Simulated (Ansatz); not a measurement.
# BSiN (quintet): the correlation ladder, def2-TZVPP

The task here is to estimate one member of a computed series from the others.

Method: def2-TZVPP, core rule «outside noble gas», up to 7 orbitals frozen; program: Ansatz 0.2.0, Gaussian basis.

The runs, in order: UHF; ROHF; CCSD(T) on UHF.

2 further runs of the same task are left out: 2 set aside as unsound or not needed.

## What is computed

The geometry is a PBE0/def2-TZVP stationary point (not a proven minimum) of the parent state, kept for this charge and spin.

3 atoms, charge 0, spin multiplicity 5.

Atoms are counted from 1 here; the program's logs count them from 0.

Bond lengths: B1–N2 1.274 Å, N2–Si3 1.674 Å. Angles: B1–N2–Si3 180.0°.

The first run:

The input, in.yaml:

```yaml
crystal:
  periodic: [false, false, false]
  atoms:
    - {symbol: B, position_ang: [0.000000, 0.000000, -1.407767]}
    - {symbol: N, position_ang: [0.000000, 0.000000, -0.133267]}
    - {symbol: Si, position_ang: [0.000000, 0.000000, 1.541033]}
basis:
  gaussian: {orbitals: def2-TZVPP}
magnetization: {spin_polarized: true, initial_magnetization: 4}
hamiltonian: {xc: hf}
output: {orbitals: {seedname: orbitals}}
```

The run is started by

```bash
$ ansatz run in.yaml --threads 1 --pin off --events-out ev --progress --plain --max-ram 4096MiB --backend cpu
```

Among the steps run: UHF; ROHF; CCSD(T) on UHF.

One of the session's tables, all rows but one given; the rest of the session is left out.

| method | from UCCSD(T) (meV) |
| --- | --- |
| ROHF | ? |
| UHF | +8960.9 |
| UMP2 | +896.8 |
| UCCSD | +468.4 |
| UCCSD(T) | 0 |

**Question.** Estimate the row for ROHF.

As computed: from UCCSD(T) (meV): +9214.7. In the column «from UCCSD(T) (meV)» it is the highest.
